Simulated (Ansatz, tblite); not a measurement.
# The cluster Mg₃H₅−: rung by rung

One table from this session's results is given with a row withheld; the runs are named, their logs left out.

Computed with Ansatz 0.2.0, Gaussian basis. Level: as each input shows.

Levels to be run: GFN1-xTB, GFN2-xTB, PBE-D4/def2-TZVPD, r2SCAN-D4/def2-TZVPD, revPBE-D4/def2-TZVPD, CAM-B3LYP-D4/def2-TZVPD, LDA/def2-TZVPD, B3LYP-D4/def2-TZVPD, ωB97X-V/def2-TZVPD, B97M-V/def2-TZVPD, ωB97M-V/def2-TZVPD, PBE-D4/def2-SVPD, PBE0-D4/def2-SVPD, HF/STO-3G, CCSD(T)/def2-TZVPPD, MP2/def2-TZVPD, RPA/def2-TZVPD.

1 further run of the same task is left out (set aside as unsound or not needed). Runs told in other sessions of the task aren't counted.

## The relaxed structure

The singlet was relaxed beforehand with r2SCAN-D4/def2-TZVPD. At that level it is the lowest of the isomers that a small search found.

8 atoms, charge -1, spin multiplicity 1.

Bond lengths: Mg1–Mg2 2.984 Å, Mg1–Mg3 2.934 Å, Mg1–H4 1.763 Å, Mg1–H6 1.946 Å, Mg1–H7 1.946 Å, Mg1–H8 1.873 Å, Mg2–Mg3 2.854 Å, Mg2–H8 1.926 Å, Mg3–H5 1.746 Å, Mg3–H6 1.908 Å, Mg3–H7 1.908 Å. Angles: Mg2–Mg1–Mg3 57.7°, Mg2–Mg1–H4 165.4°, Mg2–Mg1–H6 61.7°, Mg2–Mg1–H7 61.7°, Mg2–Mg1–H8 38.9°, Mg3–Mg1–H4 136.9°, Mg3–Mg1–H6 40.0°, Mg3–Mg1–H7 40.0°, Mg3–Mg1–H8 96.5°, H4–Mg1–H6 127.7°, H4–Mg1–H7 127.7°, H4–Mg1–H8 126.6°, H6–Mg1–H7 79.2°, H6–Mg1–H8 90.7°, H7–Mg1–H8 90.7°, Mg1–Mg2–Mg3 60.3°, Mg1–Mg2–H8 37.6°, Mg3–Mg2–H8 97.9° and more.

Coordinates:

```xyz
8
H5Mg3
Mg   -0.51101   -1.10456   -0.52777
Mg    1.05232   -0.44544    1.92707
Mg    0.35187    1.62895    0.09600
H    -1.41225   -1.90810   -1.81176
H     0.30041    3.27012   -0.49753
H     1.04883    0.04507   -0.70846
H    -1.06469    0.42833    0.53527
H     0.23452   -1.91437    0.98717
```

The ion is computed in the gas phase, without counter-ions or solvent.

PBE0-D4/def2-TZVPD was run before; its log isn't repeated, and its numbers join the tables.

The first run:

Tight binding, by tblite at 300 K electronic temperature and without a spin-polarisation term:

```python
tblite.interface.Calculator('GFN1-xTB', numbers, positions, charge=-1, uhf=0).singlepoint()
```

Tight binding, by tblite at 300 K electronic temperature and without a spin-polarisation term:

```python
tblite.interface.Calculator('GFN2-xTB', numbers, positions, charge=-1, uhf=0).singlepoint()
```

start.molden holds the orbitals of an earlier run on this state, given as this run's starting guess.

in.yaml

```yaml
crystal:
  periodic: [false, false, false]
  atoms:
    - {symbol: Mg, position_ang: [-0.511005, -1.104558, -0.527769]}
    - {symbol: Mg, position_ang: [1.052324, -0.445435, 1.927070]}
    - {symbol: Mg, position_ang: [0.351871, 1.628949, 0.095997]}
    - {symbol: H, position_ang: [-1.412251, -1.908103, -1.811756]}
    - {symbol: H, position_ang: [0.300407, 3.270122, -0.497531]}
    - {symbol: H, position_ang: [1.048828, 0.045071, -0.708457]}
    - {symbol: H, position_ang: [-1.064690, 0.428332, 0.535273]}
    - {symbol: H, position_ang: [0.234516, -1.914368, 0.987174]}
basis:
  gaussian: {orbitals: def2-TZVPD, initial_orbitals: start.molden}
total_charge: -1
hamiltonian: {xc: pbe, dispersion: d4}
scf: {omitted_lower_state_checks: [starts]}
output: {forces: true, orbitals: {seedname: orbitals}}
```

On the command line:

```console
$ ansatz run in.yaml --threads 4 --pin off --events-out ev --progress --plain --max-ram 3916MiB
```

Steps of the session up to this table: PBE-D4/def2-TZVPD; r2SCAN-D4/def2-TZVPD; revPBE-D4/def2-TZVPD; CAM-B3LYP-D4/def2-TZVPD; LDA/def2-TZVPD; B3LYP-D4/def2-TZVPD; ωB97X-V/def2-TZVPD; B97M-V/def2-TZVPD; ωB97M-V/def2-TZVPD; PBE-D4/def2-SVPD; PBE0-D4/def2-SVPD; HF/STO-3G; CCSD(T)/def2-TZVPPD; MP2/def2-TZVPD; RPA/def2-TZVPD.

One table of the session follows, with a row left open; its other results are not shown here.

| level | LUMO (eV) | gap (eV) |
| --- | --- | --- |
| HF/STO-3G | 14.90 | 10.31 |
| LDA/def2-TZVPD | 1.48 | 1.83 |
| PBE-D4/def2-SVPD | 1.58 | 1.82 |
| PBE-D4/def2-TZVPD | 1.59 | 1.85 |
| revPBE-D4/def2-TZVPD | 1.64 | 1.85 |
| r2SCAN-D4/def2-TZVPD | 1.72 | 2.06 |
| B97M-V/def2-TZVPD | 1.64 | 1.99 |
| B3LYP-D4/def2-TZVPD | 2.02 | 2.79 |
| PBE0-D4/def2-SVPD | ? | ? |
| PBE0-D4/def2-TZVPD | 2.10 | 3.01 |
| CAM-B3LYP-D4/def2-TZVPD | 2.82 | 4.65 |
| ωB97X-V/def2-TZVPD | 3.41 | 6.03 |
| ωB97M-V/def2-TZVPD | 3.14 | 5.59 |

Q: Estimate the row for PBE0-D4/def2-SVPD from the others.

**Answer.** LUMO (eV): 2.08; gap (eV): 2.97. In the column «LUMO (eV)» it lies between B3LYP-D4/def2-TZVPD (2.02) and PBE0-D4/def2-TZVPD (2.10).

To keep in mind: The anion's highest level is positive in at least one run, so there the basis alone may hold the extra electron.
